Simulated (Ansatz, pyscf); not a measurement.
`[O]=[B][OH]` + `[FH]` → `[OH2]` + `[O]=[B][F]`, a four-centre exchange on the singlet surface: B–O, F–H broken, H–O, B–F formed. Optimised with ωB97X-D3(BJ)/def2-SVP in PySCF. Wave-function energies: Ansatz (a quantum-chemistry and plane-wave program), frozen core, RHF or UHF references. In kcal/mol, from the separated reactants.

Cost: rough CPU time of the saddle's run relative to CCSD(T)/cc-pV(D+d)Z, from one job on a shared machine, with the HF step and its search for lower states.

```
level                  barrier  reaction energy  cost
---------------------  -------  ---------------  ----
PBE/def2-TZVP            16.21            -1.19     –
PBE0-D3(BJ)/def2-TZVP    18.53            -0.44     –
CCSD(T)/cc-pV(D+d)Z      21.14            +0.94     1
CCSDT(Q)/cc-pV(D+d)Z       [?]              [?]   200
CCSD(T)/cc-pV(T+d)Z      21.87            -1.22    10
CCSD(T)/cc-pV(Q+d)Z        [?]            -1.06     –
```

### Question
Complete the blanks.

### Answer

- CCSDT(Q)/cc-pV(D+d)Z, barrier: 21.06
- CCSDT(Q)/cc-pV(D+d)Z, reaction energy: +0.92
- CCSD(T)/cc-pV(Q+d)Z, barrier: 23.35

In cc-pV(D+d)Z, going from CCSD(T) to CCSDT(Q) shifts the barrier by -0.08 and the reaction energy by -0.02 kcal/mol. With HF in the quadruple-zeta basis and the correlation energy extrapolated as X⁻³ from X = 3, 4, CCSD(T) gives 23.70 and -0.85; adding the double-zeta shift gives ΔE‡ = 23.61 and ΔE = -0.87 kcal/mol, without core correlation, relativity or geometry relaxation at these levels. On the product side the descent ends in an adduct with a B–O contact, 8.79 kcal/mol under the separated species and 30.59 kcal/mol under the saddle at ωB97X-D3(BJ)/def2-TZVP. What is counted as broken (B–O) persists as a longer contact in the product adduct; parting that adduct is a step of its own. At ωB97X-D3(BJ)/def2-TZVP the barrier from the zero used here is 20.97 kcal/mol. The same reactants have a lower exit, to HO–B(OH)–F (barrier +3.44 kcal/mol at ωB97M-D3(BJ)/def2-TZVP, against +20.63 kcal/mol here). One saddle was located; it need not be the lowest between these sides.
